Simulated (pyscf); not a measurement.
Single points on ωB97X-D3(BJ)/def2-SVP structures (PySCF, gas phase).

Problem. Estimate the classical barrier height and the reaction energy of `[AsH2]` [doublet] + `[GeH4]` → `[GeH3][AsH2]` + `[H]` [doublet] at ωB97M-D3(BJ)/def2-TZVP. The step runs on the doublet surface, breaks Ge–H and forms As–Ge; take the separated reactants as zero.

Solution. ΔE‡ = 134.6 kJ/mol, ΔE = +113.4 kJ/mol. Zero-point energy shifts the barrier by -3.8 kJ/mol. It is a substitution at Ge, with an imaginary mode of 675i cm⁻¹. One saddle was located; it need not be the lowest between these sides. The angle at the attacked Ge is 179°. Elements up to Kr have no core potential and no relativistic terms here.
